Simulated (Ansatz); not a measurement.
# AlSiHS (triplet): the correlation ladder, cc-pVDZ

The task here is to estimate one member of a computed series from the others.

Computed with Ansatz 0.2.0, Gaussian basis. Level: cc-pVDZ, core rule «outside noble gas», up to 15 orbitals frozen.

The runs, in order: UHF; CCSD(T) on ROHF; CCSD(T) on UHF; BCCD(T) on ROHF; CISD; CCSDT(Q) on ROHF; CCSDT(Q) on UHF.

19 further runs of the same task are left out: 6 that didn't finish, 13 set aside as unsound or not needed.

## The geometry

The geometry is a PBE0/def2-TZVP stationary point (not a proven minimum).

4 atoms, charge 0, spin multiplicity 3.

Atoms are counted from 1 here; the program's logs count them from 0.

Bond lengths: S1–Al2 2.199 Å, S1–H4 1.347 Å, Al2–Si3 2.346 Å. Angles: Al2–S1–H4 91.0°, S1–Al2–Si3 178.7°.

The first run:

Contents of in.yaml:

```yaml
crystal:
  periodic: [false, false, false]
  atoms:
    - {symbol: S, position_ang: [-0.000005, -0.373242, 1.669500]}
    - {symbol: Al, position_ang: [0.000013, -0.307465, -0.528629]}
    - {symbol: Si, position_ang: [-0.000005, -0.291203, -2.875005]}
    - {symbol: H, position_ang: [-0.000003, 0.971910, 1.734134]}
basis:
  gaussian: {orbitals: cc-pVDZ}
magnetization: {spin_polarized: true, initial_magnetization: 2}
hamiltonian: {xc: hf}
output: {orbitals: {seedname: orbitals}}
```

Command:

```sh
ansatz run in.yaml --threads 1 --pin off --events-out ev --progress --plain --max-ram 2393MiB
```

Steps of the session up to this table: UHF; CCSD(T) on ROHF; CCSD(T) on UHF; BCCD(T) on ROHF; CISD; CCSDT(Q) on ROHF; CCSDT(Q) on UHF.

One of the session's tables, all rows but one given; the rest of the session is left out.

```
   method  from UCCSDT(Q) (kJ/mol)
     ROHF                   +791.1
      UHF                   +780.8
     RMP2                   +138.3
     UMP2                   +142.2
     CISD                   +123.4
    RCCSD                    +36.9
    UCCSD                    +36.7
 RCCSD(T)                     +7.4
 UCCSD(T)                        ?
  BCCD(T)                     +7.4
   RCCSDT                     +2.6
   UCCSDT                     +2.5
RCCSDT(Q)                     +0.2
UCCSDT(Q)                        0
```

**Question.** Estimate the row for UCCSD(T).

The run gave: from UCCSDT(Q) (kJ/mol): +7.5. In the column «from UCCSDT(Q) (kJ/mol)» it lies between BCCD(T) (+7.4) and UCCSD (+36.7).

With the free atoms at the same levels and basis (separate runs), the atomisation energy is 8.276 eV at UCCSDT(Q), 8.233 eV at RCCSD(T), 8.230 eV at UCCSD(T), 6.299 eV at ROHF.

To keep in mind: Restricted and unrestricted rows rest on different reference determinants; where their highest levels disagree by more than a few hundredths of an eV, they describe different states and don't form one ladder.
